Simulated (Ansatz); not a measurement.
**Hafnium, hcp: convergence with cold smearing**

Computed with Ansatz, PBE, scalar-relativistic PAW, on the relaxed cell (a = 3.205 Å, c = 5.074 Å (c/a = 1.583); spin not included). Errors count from a run at 420 eV on a Γ-centred 19×19×10 mesh with Fermi-Dirac smearing of 0.1 eV, extrapolated to zero width. Fixed here: cutoff 420 eV, mesh 11×11×6. The SCF starts from atomic densities corrected by a trained network.

```
width (eV)  E(σ→0) error (meV/atom)  F error (meV/atom)  P (GPa)  SCF iterations
      0.01                      1.1                 1.0     0.27               6
      0.03                      1.1                 1.1     0.20               6
       0.1                      1.0                 0.5     0.08               6
       0.2                     -0.1                -1.1    -0.03               6
       0.6                     -1.5                 9.8    -0.34               6
       1.0                     25.0                18.8    -0.02               7
```

**Question.** What does the run at 0.3 give (width)?

**Answer.** E(σ→0) error (meV/atom): -1.8; F error (meV/atom): -2.3; P (GPa): -0.16; SCF iterations: 6.
